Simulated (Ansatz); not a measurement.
HSiAl, singlet in 6-31G: errors against full CI

Geometry: a point of a breathe scan, not a stationary point.

```xyz
3

Si    0.0000   -0.1145    2.2155
Al    0.0000    0.0249   -2.3714
H     0.0000    2.5230    1.7454
```

Basis 6-31G; Ansatz 0.2.0. Only valence electrons are correlated (noble-gas cores frozen), which leaves 8 electrons in 18 orbitals. R marks a restricted (for open shells ROHF) determinant, U an unrestricted one. Active spaces: pair = (2e, 2o) about the gap; valence = (8e, 9o) chosen from the atoms' valence shells.

Full CI is exact within this basis and frozen core; it isn't the basis-set limit. The frozen core follows each run's orbitals, which can shift R against U totals by a few meV.

RHF is unstable: UHF (⟨S²⟩ = 1.80) lies 2.27 eV below the lowest RHF solution. Higher spins weren't run at this geometry and may lie near or lower.

* UHF ⟨S²⟩: 1.797
* T1 diagnostic (RCCSD): 0.0965
* largest doubles amplitude (RCCSD): 0.355

```json
{"level": "RHF", "E − E(full CI) (kJ/mol)": "415.0", "share of correlation (%)": "0.00", "wall time": "–"}
{"level": "UHF†", "E − E(full CI) (kJ/mol)": "195.8", "share of correlation (%)": "–", "wall time": "–"}
{"level": "RMP2", "E − E(full CI) (kJ/mol)": "180.2", "share of correlation (%)": "56.57", "wall time": "–"}
{"level": "UMP2†", "E − E(full CI) (kJ/mol)": "102.8", "share of correlation (%)": "–", "wall time": "–"}
{"level": "CISD", "E − E(full CI) (kJ/mol)": "94.0", "share of correlation (%)": "77.34", "wall time": "0.51 s"}
{"level": "RCCSD", "E − E(full CI) (kJ/mol)": "17.0", "share of correlation (%)": "95.89", "wall time": "–"}
{"level": "UCCSD†", "E − E(full CI) (kJ/mol)": "9.0", "share of correlation (%)": "–", "wall time": "–"}
{"level": "RCCSD(T)", "E − E(full CI) (kJ/mol)": "-5.6", "share of correlation (%)": "101.35", "wall time": "2.1 s"}
{"level": "UCCSD(T)†", "E − E(full CI) (kJ/mol)": "5.0", "share of correlation (%)": "–", "wall time": "28 s"}
{"level": "BCCD(T)", "E − E(full CI) (kJ/mol)": "-0.3", "share of correlation (%)": "100.08", "wall time": "2.1 s"}
{"level": "RCCSDT", "E − E(full CI) (kJ/mol)": "0.8", "share of correlation (%)": "99.81", "wall time": "–"}
{"level": "UCCSDT†", "E − E(full CI) (kJ/mol)": "-1.2", "share of correlation (%)": "–", "wall time": "–"}
{"level": "CISDTQ", "E − E(full CI) (kJ/mol)": "10.7", "share of correlation (%)": "97.41", "wall time": "3.6 s"}
{"level": "RCCSDT(Q)", "E − E(full CI) (kJ/mol)": "-2.2", "share of correlation (%)": "100.53", "wall time": "3.2 s"}
{"level": "UCCSDT(Q)†", "E − E(full CI) (kJ/mol)": "-2.6", "share of correlation (%)": "–", "wall time": "43 s"}
{"level": "RCCSDTQ", "E − E(full CI) (kJ/mol)": "0.1", "share of correlation (%)": "99.98", "wall time": "21 s"}
{"level": "UCCSDTQ*†", "E − E(full CI) (kJ/mol)": "-5.5", "share of correlation (%)": "–", "wall time": "2.4 min"}
{"level": "CASSCF (valence space)", "E − E(full CI) (kJ/mol)": "51.6", "share of correlation (%)": "87.57", "wall time": "–"}
{"level": "NEVPT2 (valence space)", "E − E(full CI) (kJ/mol)": "19.6", "share of correlation (%)": "95.28", "wall time": "4.1 s"}
{"level": "NEVPT4(SD) (valence space)", "E − E(full CI) (kJ/mol)": "4.5", "share of correlation (%)": "98.91", "wall time": "5.5 s"}
{"level": "MRCISD (valence space)", "E − E(full CI) (kJ/mol)": "2.2", "share of correlation (%)": "99.46", "wall time": "–"}
{"level": "MRCISD+Q (valence space)", "E − E(full CI) (kJ/mol)": "1.2", "share of correlation (%)": "99.70", "wall time": "5.5 s"}
```

An asterisk marks runs whose energy the program itself flagged as in doubt. A dagger marks rows that describe another state than the reference (another or a broken symmetry, a higher spin or other natural occupations), so the difference holds a gap between states beside the method's error.

The correlation energy at full CI, counted from RHF, is -4.302 eV. That run took 85 s on 1 thread of Arm Neoverse V1, shared host over 4,682,448 determinants.

Run but not shown, since their state, orbitals or frozen core can't be matched to the reference's or they repeat it: CASSCF (pair space), NEVPT2 (pair space), MRCISD (pair space), MRCISD+Q (pair space).

Times hold each run's SCF and search for its determinant on a shared host, so for small cases they say little of a method's own cost; they ran on 1 thread of Arm Neoverse V1.

Not variational, and here over 5 meV under the exact energy: RCCSD(T), RCCSDT(Q).

Unrestricted levels hold only the spin's projection, and here they fall towards a lower state of higher spin.

The full-CI state has the irrep A' of Cs, in the program's axes.

Natural occupations of full CI about the gap: 1.948 1.904 1.711 1.495 0.455 0.286 0.068 0.054 0.042 0.008; effectively unpaired electrons, Σ n²(2−n)², 1.63. No single determinant describes this state well, so single-reference rows can miss without a flag.
